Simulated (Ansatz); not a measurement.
Elements on the sites of an ideal bcc lattice, at a guessed lattice constant:

```
CELL_PARAMETERS angstrom
-4.92522 4.92522 -1.64174
-4.92522 -1.64174 4.92522
1.64174 4.92522 4.92522
ATOMIC_POSITIONS crystal
Nb 0.50000 0.50000 0.00000
Nb 0.60000 0.10000 0.10000
Nb 0.10000 0.60000 0.10000
Nb 0.20000 0.20000 0.20000
Nb 0.70000 0.70000 0.20000
Nb 0.80000 0.30000 0.30000
Nb 0.30000 0.80000 0.30000
Nb 0.40000 0.40000 0.40000
Nb 0.50000 0.00000 0.50000
Nb 0.00000 0.50000 0.50000
Nb 0.10000 0.10000 0.60000
Nb 0.90000 0.90000 0.40000
Nb 0.20000 0.70000 0.70000
Nb 0.30000 0.30000 0.80000
Nb 0.90000 0.40000 0.90000
Nb 0.40000 0.90000 0.90000
W 0.00000 0.00000 0.00000
W 0.60000 0.60000 0.60000
W 0.70000 0.20000 0.70000
W 0.80000 0.80000 0.80000
```

Cell and atoms were relaxed without symmetry on coarser meshes and computed once more. Method: Ansatz 0.2.0, DFT r2SCAN, scalar-relativistic, plane waves, PAW.

Cutoff 500 eV; k points 5×5×5 on the computed 20-atom cell (Γ-centred); Gaussian smearing, width 0.10 eV; no spin polarisation.

The relaxation ran on 2×2×2 (shifted) and then 3×3×3 k points with a smearing of 0.1 eV, from sites shaken by 0.02 Å.

Question: What does the relaxation give?

Answer: A volume of 17.52 Å³/atom and no gap on the mesh. It lies 0.00 eV/atom below the elements' standard states (static lattices, no corrections for gases). The atoms leave their sites by 0.03 Å (root mean square) and 0.05 Å at most, and the cell stretches by up to 3.8 % at fixed volume.

```
Nb W
1.0
    -4.97305    4.97096   -1.45532
    -4.96887   -1.45191    4.96884
     1.45510    4.97060    4.97266
Nb W
16 4
Direct
  0.50248 0.50140 0.99575
  0.60583 0.09977 0.09468
  0.09823 0.60409 0.09790
  0.19861 0.19854 0.19824
  0.70076 0.70072 0.20034
  0.79897 0.29902 0.30471
  0.30095 0.80089 0.30061
  0.40254 0.40201 0.40218
  0.50352 0.99764 0.50319
  0.99609 0.50139 0.50213
  0.09503 0.09980 0.60548
  0.89997 0.90055 0.39991
  0.20067 0.70071 0.70040
  0.30509 0.29903 0.79863
  0.89896 0.39909 0.89860
  0.40024 0.90055 0.89961
  0.99721 0.99784 0.99685
  0.60490 0.59852 0.60454
  0.70101 0.19997 0.70066
  0.79910 0.80424 0.79877
```

The final mesh leaves forces up to 0.09 eV/Å and stresses up to 0.8 GPa: the relaxation ran on a coarser mesh, so the cell's shape, its bonds and its energy belong partly to that mesh.

Spin-orbit coupling is left out, which matters for the bands of heavy elements.

Cost: 2 runs of about 11 core-minutes in all (earlier runs that led there not counted), on AMD EPYC 9R45 (Zen 5) (shared hosts).